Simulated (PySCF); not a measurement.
# NOF (nitrosyl fluoride) at TPSS/def2-TZVPP

Aim: the vertical ionisation energy of NOF (nitrosyl fluoride) at TPSS/def2-TZVPP, from 2 runs. Input form: a Python script.

Program for the calculation: PySCF 2.14.0.

1 further run of the same task is left out (set aside as unsound or not needed).

## Step 1: The molecule

NOF has 3 atoms, charge 0, and is taken as a singlet. As SMILES, `O=NF`. Geometry: relaxed at PBE0-D4/def2-TZVP.

Bond lengths: O1–N2 1.127 Å, N2–F3 1.483 Å. Angles: O1–N2–F3 110.4°.

## Step 2: A single-point energy at TPSS/def2-TZVPP

run.py reads:

```python
from pyscf import gto, dft

molecule = gto.M(
    atom='''
O      1.640944     0.459147     0.953820
N      0.281437    -0.911868     0.056522
F     -1.922399     0.452741    -1.010342
''',
    verbose=3,
    max_memory=1860,
    unit='bohr',
    basis='def2-tzvpp',
)

myscf = dft.RKS(molecule, xc='tpss')
myscf.grids.level = 5
myscf.conv_tol = 1e-10
myscf.kernel()
if not myscf.converged:
    myscf = myscf.newton().run(myscf.mo_coeff, myscf.mo_occ)

energy = myscf.e_tot
print('Final energy', energy)
```

Started as:

```sh
$ OMP_NUM_THREADS=1 python run.py
```

Standard output:

```text
converged SCF energy = -229.85017248534
Final energy -229.85017248533978
```

It took 19 s on 1 thread of Arm Neoverse V2, shared host; peak memory 0.47 GiB.

## Step 3: The doublet cation, same level

job.py reads:

```python
from pyscf import gto, dft

system = gto.Mole()
system.atom = '''
O        0.868350       0.242970       0.504740
N        0.148930      -0.482540       0.029910
F       -1.017290       0.239580      -0.534650
'''
system.spin = 1
system.charge = 1
system.basis = 'def2-tzvpp'
system.max_memory = 1860
system.verbose = 4
system.build()

mf = dft.UKS(system)
mf.xc = 'tpss'
mf.conv_tol = 1e-10
mf.grids.level = 5
mf.kernel()
if not mf.converged:
    mf = mf.newton().run(mf.mo_coeff, mf.mo_occ)

e_final = mf.e_tot
print('E(%s) = %.9f' % ('TPSS', e_final))
```

Started as:

```sh
$ OMP_NUM_THREADS=1 python job.py
```

Standard output:

```text
PySCF version 2.14.0

[INPUT] num. atoms = 3
[INPUT] num. electrons = 23
[INPUT] charge = 1
[INPUT] spin (= nelec alpha-beta = 2S) = 1
[INPUT] symmetry False subgroup None
[INPUT] Mole.unit = angstrom
[INPUT] Symbol           X                Y                Z      unit          X                Y                Z       unit  Magmom
[INPUT]  1 O      0.868350000000   0.242970000000   0.504740000000 AA    1.640943680266   0.459146756486   0.953820364113 Bohr   0.0
[INPUT]  2 N      0.148930000000  -0.482540000000   0.029910000000 AA    0.281436911731  -0.911868444148   0.056521708386 Bohr   0.0
[INPUT]  3 F     -1.017290000000   0.239580000000  -0.534650000000 AA   -1.922399489259   0.452740584923  -1.010342072499 Bohr   0.0

nuclear repulsion = 66.4729217263816
number of shells = 33
number of NR pGTOs = 138
number of NR cGTOs = 93
basis = def2-tzvpp
ecp = {}

******** <class 'pyscf.dft.uks.UKS'> ********
method = UKS
initial guess = minao
damping factor = 0
level_shift factor = 0
DIIS = <class 'pyscf.scf.diis.CDIIS'>
diis_start_cycle = 1
diis_space = 8
diis_damp = 0
SCF conv_tol = 1e-10
SCF conv_tol_grad = None
SCF max_cycles = 50
direct_scf = True
direct_scf_tol = 1e-13
number electrons alpha = 12  beta = 11
XC library pyscf.dft.libxc version 7.0.0
    S. Lehtola, C. Steigemann, M. J.T. Oliveira, and M. A.L. Marques.,  SoftwareX 7, 1–5 (2018)
XC functionals = tpss
    J. Tao, J. P. Perdew, V. N. Staroverov, and G. E. Scuseria.,  Phys. Rev. Lett. 91, 146401 (2003)
    J. Tao, J. P. Perdew, V. N. Staroverov, and G. E. Scuseria.,  Phys. Rev. Lett. 91, 146401 (2003)
radial grids:
    Treutler-Ahlrichs [JCP 102, 346 (1995); DOI:10.1063/1.469408] (M4) radial grids

becke partition: Becke, JCP 88, 2547 (1988); DOI:10.1063/1.454033
pruning grids: <function nwchem_prune>
grids dens level: 5
symmetrized grids: False
atomic radii adjust function: <function treutler_atomic_radii_adjust>
small_rho_cutoff = 0
Set gradient conv threshold to 1e-05
tot grids = 128976
init E= -230.230814718082
[... the frontier-level lines of each cycle are left out ...]


cycle= 1 E= -229.166414173288  delta_E= 1.06  |g|= 0.706  |ddm|= 1.16
cycle= 2 E= -226.470110690237  delta_E=  2.7  |g|= 2.79  |ddm|= 1.47
cycle= 3 E= -228.730456145258  delta_E= -2.26  |g|= 1.32  |ddm|= 1.25
cycle= 4 E= -229.294106588765  delta_E= -0.564  |g|= 0.472  |ddm|= 0.765
cycle= 5 E= -229.379191761442  delta_E= -0.0851  |g|= 0.0411  |ddm|= 0.274
cycle= 6 E= -229.37988350699  delta_E= -0.000692  |g|= 0.011  |ddm|= 0.0268
cycle= 7 E= -229.379926032599  delta_E= -4.25e-05  |g|= 0.00858  |ddm|= 0.0113
cycle= 8 E= -229.379958167478  delta_E= -3.21e-05  |g|= 0.00213  |ddm|= 0.00548
cycle= 9 E= -229.379960946245  delta_E= -2.78e-06  |g|= 0.00129  |ddm|= 0.00288
cycle= 10 E= -229.37996195316  delta_E= -1.01e-06  |g|= 0.000397  |ddm|= 0.0016
cycle= 11 E= -229.379962100697  delta_E= -1.48e-07  |g|= 0.000167  |ddm|= 0.000973
cycle= 12 E= -229.379962116367  delta_E= -1.57e-08  |g|= 4.36e-05  |ddm|= 0.000214
cycle= 13 E= -229.379962117173  delta_E= -8.06e-10  |g|= 2.65e-05  |ddm|= 9.42e-05
cycle= 14 E= -229.379962117418  delta_E= -2.45e-10  |g|= 1.15e-05  |ddm|= 3.01e-05
cycle= 15 E= -229.379962117472  delta_E= -5.38e-11  |g|= 1.08e-06  |ddm|= 1.08e-05
Extra cycle  E= -229.37996211747  delta_E= 1.53e-12  |g|= 2.71e-06  |ddm|= 1.98e-06
converged SCF energy = -229.37996211747  <S^2> = 0.75873774  2S+1 = 2.0087187
E(TPSS) = -229.379962117
```

Wall time 44 s (1 thread of Arm Neoverse V2, shared host); peak memory 0.5 GiB.

## Step 4: What came out

At TPSS/def2-TZVPP:

| quantity | value |
| --- | --- |
| singlet NOF: total energy | -229.85017 Eh |
| singlet NOF: dipole moment | 1.30 D |
| singlet NOF: HOMO energy | -8.20 eV |
| singlet NOF: LUMO energy | -4.34 eV |
| singlet NOF: HOMO–LUMO gap | 3.86 eV |
| doublet cation: total energy | -229.37996 Eh |
| doublet cation: HOMO energy (highest over α and β) | -19.20 eV |
| doublet cation: LUMO energy (lowest over α and β) | -17.42 eV |
| doublet cation: ⟨S²⟩ | 0.759 |
| vertical ionisation energy (to the doublet cation) | 12.795 eV |

Removing an electron at fixed nuclei costs 12.80 eV (295 kcal/mol). The negative HOMO energy of the first species, 8.20 eV, lies 4.59 eV below that difference.
